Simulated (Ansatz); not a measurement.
Rock-salt SnTe (cubic form, which distorts at low temperature) was calculated with PBEsol+SOC in Ansatz (PAW).

Numerical settings: plane-wave cutoff 520 eV, 10×10×10 k mesh, PAW data made under PBE.

Computed at the level's own relaxed cell.

```yaml
crystal:
  lattice:
    - [0.00000, 3.14433, 3.14433]
    - [3.14433, 0.00000, 3.14433]
    - [3.14433, 3.14433, 0.00000]
  atoms:
    - { symbol: Sn, position: [0.00000, 0.00000, 0.00000] }
    - { symbol: Te, position: [0.50000, 0.50000, 0.50000] }
```

Question: Give the elastic tensor (Voigt notation, GPa, ions relaxed, in the Cartesian axes of the cell as printed).

Answer: 
```
  134.2     3.3     3.3     0.0     0.0     0.0
    3.3   134.2     3.3     0.0     0.0     0.0
    3.3     3.3   134.2     0.0     0.0     0.0
    0.0     0.0     0.0    16.8     0.0     0.0
    0.0     0.0     0.0     0.0    16.8     0.0
    0.0     0.0     0.0     0.0     0.0    16.8
```

Measured, for comparison: elastic constant C11 109 GPa, elastic constant C12 2.1 GPa, elastic constant C44 9.69 GPa (temperature not stated, no zero-point or thermal correction; as tabulated in Oses et al. (2018), arXiv:1811.08464). Computed (rounded) less measured: elastic constant C11 +23 %, elastic constant C12 +55 %, elastic constant C44 +73 %.

Note: symmetry holds this phase in the static calculation, where it need not be a minimum.

Static lattice: no zero-point or thermal effects.

Ansatz is a quantum-chemistry and plane-wave program.
